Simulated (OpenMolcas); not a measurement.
How methods differ on AlH2Cl (SMILES [AlH2][Cl])

AlH2Cl: 4 atoms, total charge 0, spin state singlet. As SMILES, `[AlH2][Cl]`. Geometry: a GFN2-xTB relaxation, a rough one for these elements and not checked as a minimum.

```xyz
4

Al   -0.0629    0.0066   -0.0735
Cl    1.2461   -0.1310    1.4504
H    -1.3127   -0.8852   -0.1542
H     0.1295    1.0096   -1.2227
```

Each level gives the energy change with the Al1–Cl2 bond stretched from 2.014 to 5.034 Å (eV). The values are calculated.

```tsv
level	kind	program	value (eV)	less FCI/STO-3G	CPU time (all runs)
HF/STO-3G (restricted)	Hartree–Fock	OpenMolcas	8.02	+1.99	2.9 s
B3LYP/STO-3G (restricted)	global hybrid	OpenMolcas	8.72	+2.69	9.4 s
B2PLYP/STO-3G (restricted)	double hybrid	OpenMolcas	6.19	+0.16	9.1 s
MP2/STO-3G (restricted)	perturbation theory	OpenMolcas	7.34	+1.31	3 s
CASPT2(2,2)/STO-3G	multireference	OpenMolcas	6.14	+0.11	3 s
MRCI(2,2)/STO-3G	multireference	OpenMolcas	6.03	0.00	3.2 s
CISD/STO-3G (restricted)	coupled cluster or CI	OpenMolcas	6.63	+0.60	3.1 s
FCI/STO-3G	exact in the basis	OpenMolcas	6.03	0.00	7 s
```

FCI/STO-3G is exact within its basis and frozen core, so for wave-function methods in that basis the difference is their error; functionals converge differently with the basis, so for them it is only a difference. Spin-restricted single references rise too steeply as a bond breaks. The first shape isn't each level's own minimum. The values span 6.03 to 8.72 eV. All rows use very small basis sets, so even the best lies far from the true value. CPU times are rough (shared hosts, several kinds of processor): they show what a rung costs within a factor of a few.
